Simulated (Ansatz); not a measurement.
Molecule: methoxyethane, C$_{3}$H$_{8}$O (charge 0, singlet). SMILES: CCOC
Structure (B3LYP-D3(BJ)/def2-TZVP (Ansatz, an electronic-structure program) minimum search):
```
C
H 1 1.0999
H 1 1.0999 2 107.18
O 1 1.4156 2 109.77 3 119.17
C 4 1.4088 1 112.87 2 -58.78
H 5 1.0890 4 107.48 1 180.00
H 5 1.0982 6 109.00 4 120.97
H 5 1.0982 6 109.00 7 118.06
C 1 1.5130 2 110.66 3 -120.74
H 9 1.0908 1 110.53 2 179.36
H 9 1.0908 10 108.33 1 -121.24
H 9 1.0915 10 108.52 11 -117.64
```
Charge 0, spin multiplicity 1.

Quantity: vertical triplet-singlet gap (E(triplet) - E(singlet); each state is the SCF solution reached for its spin), in kJ/mol. Correlated levels leave the core frozen unless marked. Open shells are spin-unrestricted. No spin-orbit coupling. No relativistic terms. 

```csv
level,program,vertical triplet-singlet gap (kJ/mol)
SVWN5/def2-TZVPD,Ansatz,596.7
PBE0/def2-TZVPD,Ansatz,634.0
CAM-B3LYP/def2-TZVPD,Ansatz,657.2
B2PLYP/def2-TZVPD,Ansatz,658.9
RI-MP2/aug-cc-pVTZ,Ansatz,703.5
SCS-MP2/aug-cc-pVDZ,Ansatz,691.1
```
